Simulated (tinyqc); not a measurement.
RKS/BLYP in the sto-3g basis, for H2O, spin multiplicity 1, step by step. One step of it, computed by the program tinyqc.

Question. Iteration 2: diagonalisation and new density. Diagonalise F' = X^T F X, C = X C', fill 5 alpha and 5 beta electrons from the bottom; D = 2 C_occ C_occ^T. Each column has its largest component positive (the first on a tie).

Kohn-Sham matrix F (hartree), order 1O 1s, 1O 2s, 1O 2px, 1O 2py, 1O 2pz, 2H 1s, 3H 1s:
$$\begin{pmatrix}
-19.517313 & -4.989999 & 0.000000 & -0.003194 & -0.007650 & -1.174117 & -1.013731 \\
-4.989999 & -2.476916 & 0.000000 & -0.023534 & -0.034500 & -0.925442 & -0.818058 \\
0.000000 & 0.000000 & -0.624398 & 0.000000 & 0.000000 & 0.000000 & 0.000000 \\
-0.003194 & -0.023534 & 0.000000 & -0.725159 & -0.007210 & -0.316134 & 0.274147 \\
-0.007650 & -0.034500 & 0.000000 & -0.007210 & -0.703073 & -0.243301 & -0.221043 \\
-1.174117 & -0.925442 & 0.000000 & -0.316134 & -0.243301 & -0.444170 & -0.303326 \\
-1.013731 & -0.818058 & 0.000000 & 0.274147 & -0.221043 & -0.303326 & -0.324609
\end{pmatrix}$$

X, order 1O 1s, 1O 2s, 1O 2px, 1O 2py, 1O 2pz, 2H 1s, 3H 1s:
$$\begin{pmatrix}
1.024124 & -0.142410 & 0.000000 & -0.000966 & -0.009807 & 0.022451 & 0.020772 \\
-0.142410 & 1.232924 & 0.000000 & 0.015533 & 0.105325 & -0.307656 & -0.261898 \\
0.000000 & 0.000000 & 1.000000 & 0.000000 & 0.000000 & 0.000000 & 0.000000 \\
-0.000966 & 0.015533 & 0.000000 & 1.107667 & 0.006572 & -0.233871 & 0.212594 \\
-0.009807 & 0.105325 & 0.000000 & 0.006572 & 1.052590 & -0.151736 & -0.133767 \\
0.022451 & -0.307656 & 0.000000 & -0.233871 & -0.151736 & 1.217031 & -0.085263 \\
0.020772 & -0.261898 & 0.000000 & 0.212594 & -0.133767 & -0.085263 & 1.177213
\end{pmatrix}$$

Give: F' = X^T F X; orbital energies; coefficients C; D after iteration 2.

Answer.

F' = X^T F X (hartree):
$$\begin{pmatrix}
-19.1519 & -2.5825 & 0.0000 & -0.0013 & -0.0326 & -0.1975 & -0.1512 \\
-2.5825 & -1.4589 & 0.0000 & -0.0082 & 0.0641 & -0.3913 & -0.3412 \\
0.0000 & 0.0000 & -0.6244 & 0.0000 & 0.0000 & 0.0000 & 0.0000 \\
-0.0013 & -0.0082 & 0.0000 & -0.6057 & 0.0007 & -0.2584 & 0.2342 \\
-0.0326 & 0.0641 & 0.0000 & 0.0007 & -0.6474 & -0.1664 & -0.1472 \\
-0.1975 & -0.3913 & 0.0000 & -0.2584 & -0.1664 & 0.0293 & -0.0853 \\
-0.1512 & -0.3412 & 0.0000 & 0.2342 & -0.1472 & -0.0853 & 0.0695
\end{pmatrix}$$

orbital energies (hartree): MO1 -19.5264, MO2 -1.2755, MO3 -0.7442, MO4 -0.7075, MO5 -0.6244, MO6 0.2151, MO7 0.2735

coefficients C, order 1O 1s, 1O 2s, 1O 2px, 1O 2py, 1O 2pz, 2H 1s, 3H 1s:
$$\begin{pmatrix}
0.9939 & -0.2615 & 0.0181 & 0.0235 & 0.0000 & 0.1142 & 0.0069 \\
0.0276 & 1.0098 & -0.0851 & -0.1254 & 0.0000 & -0.8163 & -0.0721 \\
0.0000 & 0.0000 & 0.0000 & 0.0000 & 1.0000 & 0.0000 & 0.0000 \\
0.0006 & 0.0406 & 0.8919 & -0.1929 & 0.0000 & -0.0166 & -0.7018 \\
0.0034 & 0.0540 & 0.1866 & 0.9384 & 0.0000 & -0.4901 & -0.0387 \\
-0.0069 & 0.0232 & 0.1474 & 0.0582 & 0.0000 & 0.8433 & 0.9615 \\
-0.0059 & 0.0098 & -0.1034 & 0.0925 & 0.0000 & 0.8450 & -0.8898
\end{pmatrix}$$

D after iteration 2, order 1O 1s, 1O 2s, 1O 2px, 1O 2py, 1O 2pz, 2H 1s, 3H 1s:
$$\begin{pmatrix}
2.1141 & -0.4822 & 0.0000 & 0.0032 & 0.0293 & -0.0178 & -0.0162 \\
-0.4822 & 2.0869 & 0.0000 & -0.0214 & -0.1578 & 0.0069 & 0.0139 \\
0.0000 & 0.0000 & 2.0000 & 0.0000 & 0.0000 & 0.0000 & 0.0000 \\
0.0032 & -0.0214 & 0.0000 & 1.6686 & -0.0248 & 0.2424 & -0.2194 \\
0.0293 & -0.1578 & 0.0000 & -0.0248 & 1.8368 & 0.1667 & 0.1360 \\
-0.0178 & 0.0069 & 0.0000 & 0.2424 & 0.1667 & 0.0514 & -0.0192 \\
-0.0162 & 0.0139 & 0.0000 & -0.2194 & 0.1360 & -0.0192 & 0.0388
\end{pmatrix}$$
